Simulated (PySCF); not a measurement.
# Electron affinity of S by level of theory

S⁻ [Ne] 3s2 3p5 (2P) → S [Ne] 3s2 3p4 (3P), as a difference of total energies. Computed with PySCF 2.14 in aug-cc-pwCVDZ (6s5p3d, 36 functions), with the non-relativistic Hamiltonian (point nucleus). Correlated levels: valence: [Ne] frozen; valence and next inner shell: 1s2 frozen; nothing frozen. The calculations carry no spin-orbit coupling.

```tsv
method	electron affinity (eV)
UHF	0.915
LDA	2.406
PBE	2.188
PBE0	2.093
r2SCAN	2.151
B97-3	2.166
CAM-B3LYP	2.174
revPBE	2.134
BLYP	2.141
MP2 (valence)	1.797
SCS-MP2 (valence)	1.776
MP2 (valence and next inner shell)	1.798
SCS-MP2 (valence and next inner shell)	1.775
MP2 (all electrons)	1.798
SCS-MP2 (all electrons)	1.776
```

Errors of the correlated levels include the incompleteness of this basis and the frozen core.

In the anion the highest occupied orbital energy is positive at LDA, PBE, PBE0, r2SCAN, B97-3, revPBE, BLYP, a self-interaction effect; the basis confines that electron, and the energy difference can still be sensible.

Problem. Which method comes closest to the reference value, and which is furthest?

Solution. The reference is 2.077 eV (measured; photodetachment measurements, as compiled on the Wikipedia data page of electron affinities). Closest: PBE0 (error 0.016 eV); furthest: UHF (error -1.162 eV).
